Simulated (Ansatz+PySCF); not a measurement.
Results of a calculation; reference values are marked as such.
Input for PySCF 2.14.0:

```python
from pyscf import gto, scf, cc

mol = gto.M(atom="""
F 0.000000 0.000000 0.000000
Na 0.728370 0.971160 2.102620
""", basis='sto-3g', charge=0, spin=0)
mf = scf.UHF(mol)
mf.kernel()
mycc = cc.CCSD(mf, frozen=2).run()
et = mycc.ccsd_t()
print(mf.e_tot, mycc.e_corr, et, mycc.e_tot + et)
```

The script is written out from the run's settings.

Output:

```yaml
Converged: yes
Reference_energy: -257.70957 hartree
CCSD_correlation_energy: -0.06592 hartree
Triples_correction: -0.00405 hartree
Total_energy: -257.77954 hartree
Spin_squared_of_the_determinant: 0.000
```

This is not the lowest solution: another run reaches a determinant 0.03 eV lower.
